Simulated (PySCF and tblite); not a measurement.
Results of a calculation; reference values are marked as such.
3-pentanol, C₅H₁₂O, numbered as in [CH3:1][CH2:2][CH:3]([OH:4])[CH2:5][CH3:6]. Search: ETKDG and KDG, MMFF94s, GFN2-xTB, 150 starts; geometries at GFN2-xTB. Weights use PBE0-D3(BJ)/pcSseg-1 energies plus GFN2-xTB zero-point and thermal terms (modes under about 200 cm⁻¹ blended into free rotors). Symmetry numbers and mirror images are counted. Conformers within 5 kcal/mol (GFN2-xTB free energy) were kept, 10 at most. GIAO shieldings: PBE0/pcSseg-1. Shifts are against TMS (¹H), TMS (¹³C) at the same level; of two unlike H on one atom, a is the less shielded. Programs: PySCF with density fitting and tblite.

Torsions listed: C1–C2–C3–O4, C2–C3–O4–H4, O4–C3–C5–C6. Of a mirror pair one member is shown.

```csv
conformer,shape,point group,mirror pair,ΔE(DFT),Δ(G−E) at 150 K,δ H2b/H5b (ppm)
1,"60°, 62°, -60°",Cs,no,0.00,0.00,0.93
2,"64°, 179°, -66°",C1,yes,0.54,-0.14,1.44
3,"61°, 61°, -163°",C1,yes,0.73,0.02,1.27
4,"65°, 60°, 65°",C1,yes,0.89,0.14,1.22
5,"68°, 177°, 60°",C1,yes,0.90,0.04,1.55
6,"168°, -56°, -66°",C1,yes,1.01,-0.14,1.26
7,"174°, 176°, 62°",C1,yes,1.06,0.15,1.71
8,"-68°, 65°, -173°",C1,yes,1.11,0.28,1.67
9,"72°, -52°, 65°",C1,yes,1.31,0.00,1.41
10,"136°, 66°, -171°",C1,yes,3.37,0.26,1.91
```

Energies in kcal/mol; the thermal term leaves out symmetry numbers and mirror images.

(1) Work out the weights at 150 K and the ¹H shift of H2b/H5b under fast exchange.

For its torsions the set is small; conformers may be missing.

Answers

(1) RT = 0.298 kcal/mol. Each conformer gets RT ln(σ/g), with σ the rotational symmetry number and g = 2 for a mirror pair: 1: σ = 1, g = 1, G = 0.00 + 0.00 + 0.00 = 0.00, 0.00 above the lowest, exp(−ΔG/RT) = 1.000; 2: σ = 1, g = 2, G = 0.54 − 0.14 − 0.21 = 0.20, 0.20 above the lowest, exp(−ΔG/RT) = 0.512; 3: σ = 1, g = 2, G = 0.73 + 0.02 − 0.21 = 0.55, 0.55 above the lowest, exp(−ΔG/RT) = 0.159; 4: σ = 1, g = 2, G = 0.89 + 0.14 − 0.21 = 0.82, 0.82 above the lowest, exp(−ΔG/RT) = 0.064; 5: σ = 1, g = 2, G = 0.90 + 0.04 − 0.21 = 0.73, 0.73 above the lowest, exp(−ΔG/RT) = 0.086; 6: σ = 1, g = 2, G = 1.01 − 0.14 − 0.21 = 0.67, 0.67 above the lowest, exp(−ΔG/RT) = 0.107; 7: σ = 1, g = 2, G = 1.06 + 0.15 − 0.21 = 1.00, 1.00 above the lowest, exp(−ΔG/RT) = 0.035; 8: σ = 1, g = 2, G = 1.11 + 0.28 − 0.21 = 1.18, 1.18 above the lowest, exp(−ΔG/RT) = 0.019; 9: σ = 1, g = 2, G = 1.31 + 0.00 − 0.21 = 1.10, 1.10 above the lowest, exp(−ΔG/RT) = 0.025; 10: σ = 1, g = 2, G = 3.37 + 0.26 − 0.21 = 3.42, 3.42 above the lowest, exp(−ΔG/RT) = 0.000. The sum is 2.006, so the weights are 49.9, 25.4, 7.9, 3.2, 4.3, 5.4, 1.8, 0.9, 1.2, 0.0 %. The averaged shift is 1.17 ppm. At 298.15 K it is 1.30 ppm. At 298.15 K the leading conformer alone gives 1.44 ppm and bare DFT energies give 1.24 ppm.
